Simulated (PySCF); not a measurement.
## Static response to an electric field

Fluoromethane, CH3F.
Geometry (GFN2-xTB, Å), atoms numbered from 1 in this order:
```
atom  x, y, z in Å
C1    -0.0674    0.0066    0.0052
F2     1.2815   -0.1098   -0.1629
H3    -0.2994   -0.2215    1.0462
H4    -0.3518    1.0303   -0.2406
H5    -0.5543   -0.7028   -0.6651
```

Level: PBE0/def2-SVPD (PySCF), static field, nuclei fixed, core orbitals frozen in the response. The polarisability tensor in these axes (au):

```
x   17.15 -0.08 -0.12
y   -0.08 16.18  0.01
z   -0.12  0.01 16.19
```

Q: Diagonalise the tensor; give its mean and Δα, where Δα² is half the sum of the squared differences of the eigenvalues.

A: Principal values 16.17, 16.17 and 17.17 au; mean 16.50 au = 2.45 Å³ = 2.72 × 10⁻⁴⁰ C²·m²/J; Δα = 1.00 au (6 % of the mean).

Q: What is the dipole moment, and where does it point?

A: (-1.76, 0.15, 0.22) D, 1.78 D in size, pointing from the negative to the positive side. Measured along this direction, the outermost atoms are F2 at the negative end and H3, H4 and H5 at the positive end.

Q: Orientational against electronic polarisability at 298 K (dilute gas, rigid molecules)?

A: In Gaussian units μ²/3kT = 25.60 Å³ against 2.45 Å³, a ratio of 10.47; the Debye molar polarisation (4π/3)N_A(α + μ²/3kT) is 70.7 cm³/mol, leaving out the vibrational part.

Q: Refractivity n − 1 of an ideal gas of it at 273.15 K and 1 atm, from the electronic α?

A: N = p/kT = 2.6868 × 10¹⁹ cm⁻³, so n − 1 = 2π × N × 2.45 × 10⁻²⁴ cm³ = 413 × 10⁻⁶ at long wavelengths.

Q: Give the eigenvalues of the traceless quadrupole moment Θ = ½Σq(3rr − r²1), origin at the centre of nuclear charge.

A: -0.87, 0.43, 0.43 D·Å. The values depend on the origin, since the dipole doesn't vanish. The electronic extent ⟨r²⟩ about the same centre is 75 bohr², a root-mean-square distance of 1.08 Å for the 18 electrons.

Q: What molar refraction does this α imply?

A: Lorentz–Lorenz: R = (4π/3)N_A α = 2.5225 cm³/(mol·Å³) × 2.45 Å³ = 6.2 cm³/mol, in the limit of long wavelengths.

Q: What depolarisation ratio follows for Rayleigh scattering of linearly polarised light, taking the static tensor?

A: ρ = 3Δα²/(45ᾱ² + 4Δα²) = 3.0/(12257 + 4.0) ≈ 0.000244.

Isolated species at its GFN2-xTB geometry, gas phase.
